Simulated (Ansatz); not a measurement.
Results of LDA in Ansatz (plane waves, PAW) for HgS (P3₂21, No. 154).

Numerical settings: plane-wave cutoff 500 eV, 12×12×4 k mesh (along the axes of the cell as run), gaussian smearing 0.02 eV, scalar-relativistic PAW data made under PBE.

Cell (relaxed at this level):

```xyz
6
Lattice="4.0372 0.0000 0.0000 -2.0186 3.4964 0.0000 0.0000 0.0000 9.2811" Properties=species:S:1:pos:R:3 pbc="T T T"
Hg     1.2571     0.0000     6.1874
Hg    -0.6286     1.0887     3.0937
Hg     1.3901     2.4077     0.0000
S      1.9490     0.0000     1.5468
S     -0.9745     1.6879     7.7342
S      1.0441     1.8085     4.6405
```

**Question.** Give the computed band gap.

**Answer.** 
- band gap: 0.99 eV (on the SCF k mesh)

Note: the volume lies 7 % below that of the published cell.

Spin–orbit coupling is not included.

Computed values are for the static lattice.

Computing time: around 5 core-minutes (rough).

Ansatz is a first-principles code.
